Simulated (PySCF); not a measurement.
# How well do the runs reproduce experiment for ethyl cyanide?

**The experiment to reproduce.**

NIST CCCBDB Release 22 (SRD 101), experimental dipoles lists, for the gas: dipole moment 4.011 D.

The runs below try to reproduce these values; the comparison stands at the end.

Ethyl cyanide, C3H5N.
Numbering: `[CH3:1][CH2:2][C:3]#[N:4]` (hydrogens: H5, H6, H7 on C1; H8, H9 on C2)

Structure used (PBE0-D3(BJ)/def2-SVP), in Å, numbered top down from 1:
```xyz
9
C3H5N angstrom
C     -0.9633    0.2969   -0.0145
C      0.3565   -0.3922   -0.3545
C      1.4389   -0.0292    0.5536
N      2.2830    0.2727    1.2854
H     -1.7436   -0.0143   -0.7233
H     -1.2956    0.0358    1.0004
H     -0.8641    1.3903   -0.0687
H      0.2444   -1.4884   -0.3253
H      0.6766   -0.1410   -1.3788
```

The PySCF runs (gas phase, on this PBE0-D3(BJ)/def2-SVP geometry; no spin–orbit coupling):

```json
{"level": "PBE0-D3(BJ)/def2-SVP, grid level 1", "job": "geometry optimisation from an MMFF94s start shaken at random", "basis functions": "81", "wall time": "13 s"}
{"level": "B3LYP/pcJ-1", "job": "spin–spin couplings from 9 perturbed nuclei", "basis functions": "158", "wall time": "14 s"}
```

Hardware: an Arm Neoverse V1 with one thread, shared host.

Results beside the measurements:

**Dipole moment.** Measured: 4.011 D (NIST CCCBDB Release 22 (SRD 101), experimental dipoles).

```
               level  computed (D)  computed − measured (D)  % (from the printed values)
PBE0-D3(BJ)/def2-SVP         3.905                   -0.106                           -3
         B3LYP/pcJ-1         4.045                   +0.034                           +1
```

Closest is B3LYP/pcJ-1 (+0.034 D), furthest PBE0-D3(BJ)/def2-SVP (-0.106 D); one molecule doesn't rank methods. The computed dipoles belong to one fixed geometry; measured ones are averaged over vibrations unless marked μe. Magnitudes are compared, not signs.

The geometry is computed, not the measured one. Where a level misses, the cause wasn't examined.
